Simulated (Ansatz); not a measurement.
**Reading a saddle point**

A first-order saddle point of CH₇AlO, singlet, PBE0-D4/def2-TZVP, with one imaginary mode of 1235i cm⁻¹:

```xyz
10
angstrom
Al -0.7330 0.2707 -0.7537
C 0.5910 -0.9419 0.3745
H -0.0325 0.8002 -2.0779
H -2.1852 -0.3577 -0.7363
H 0.2357 0.4498 0.7512
O -0.4071 1.4485 0.6732
H 0.5865 -1.5980 -0.5119
H 1.6541 -0.7759 0.5709
H 0.1649 -1.5299 1.1892
H 0.1256 2.2340 0.5208
```

Ansatz 0.2.0; basis: def2-TZVPP and def2-QZVPP; cores frozen in the correlated methods. Extrapolation: Hartree–Fock as exp(−7.88 √X), correlation as X^−2.97.

Problem. Which contacts change along the imaginary mode, and what lies on either side? (Judge from chemistry; the calculation decides.)

Solution. Computed: The step is CH₅Al ([CH3][AlH2]) + H₂O → AlH₃O ([OH][AlH2]) + CH₄, with the molecules in contact on both sides. Shortening one way: Al1–O6, C2–H5; lengthening the same way: Al1–C2, H5–O6.
| pair | one side (Å) | saddle (Å) | other side (Å) |
| --- | --- | --- | --- |
| Al1–O6 | 2.04 | 1.88 | 1.70 |
| C2–H5 | 2.87 | 1.48 | 1.09 |
| Al1–C2 | 1.97 | 2.12 | 2.95 |
| H5–O6 | 0.96 | 1.19 | 2.70 |

Problem. Which side is lower, and how far does the saddle lie above each? (An estimate is asked for; the value comes from the calculation.)

Solution. By the calculation: The side with Al1–O6, C2–H5 short is lower by 17.99 kcal/mol; the saddle lies 36.09 kcal/mol above it and 18.10 kcal/mol above the other (CCSD(T) at an estimated basis limit (MP2 extrapolated from triple and quadruple zeta, plus CCSD(T) − MP2 in triple zeta); electronic energies).

T1 diagnostic: at most 0.012.

The step is the kind of ligand exchange by which a precursor binds to a hydroxyl group, or is hydrolysed, in atomic layer deposition of oxides.

Labels in which every atom is bracketed show which atoms are joined, not bond orders.

For scale, one of the runs: CCSD(T)/def2-TZVPP, 202 basis functions, launched by `ansatz run in.yaml --threads 2 --pin off --events-out ev --progress --plain --max-ram 4352MiB`. The run took 63 s on 2 CPU threads of an Arm Neoverse V1 (shared host), with 2.5 GiB of host memory at its peak.
